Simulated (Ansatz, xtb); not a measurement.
Isomers of CH3OS− in order of energy

3 gas-phase structures of CH3OS−, found in a search over its isomers (lower ones may exist). Each was relaxed with GFN2-xTB:

A. `CS[O-]`, a singlet
B. `CO[S-]`, a singlet
C. `OC[S-]`, a singlet

Q: Make a reasoned guess at their ranking by r2SCAN-D4/def2-SVPD//GFN2-xTB single-point energy.

A: Calculated order at r2SCAN-D4/def2-SVPD//GFN2-xTB: C (0.000), B (1.171), A (1.324) eV.

Energies above the lowest of each column, in eV; the last columns are at r2SCAN-D4/def2-SVPD geometries and were run for some of them only (a dash: not run or not comparable):

```csv
structure,GFN2-xTB,HF/STO-3G,r2SCAN-D4/def2-SVPD//GFN2-xTB,r2SCAN-D4/def2-SVPD,CCSD(T)/def2-SVPD + ΔMP2/def2-TZVPPD
C,0.000,0.000,0.000,0.000,0.000
B,0.506,0.444,1.171,1.177,1.097
A,0.801,2.216,1.324,–,–
```

Every level run on C puts it lowest or level with the lowest. Some further structures that were screened fall inside this span and aren't listed. Flexible structures stand in one conformer each, not always the lowest. Frequencies (r2SCAN-D4/def2-SVPD) were run for B, C alone. ΔMP2 is the change of the MP2 energy from the smaller to the larger basis.

Programs: Ansatz 0.2.0, xtb 6.7.1.
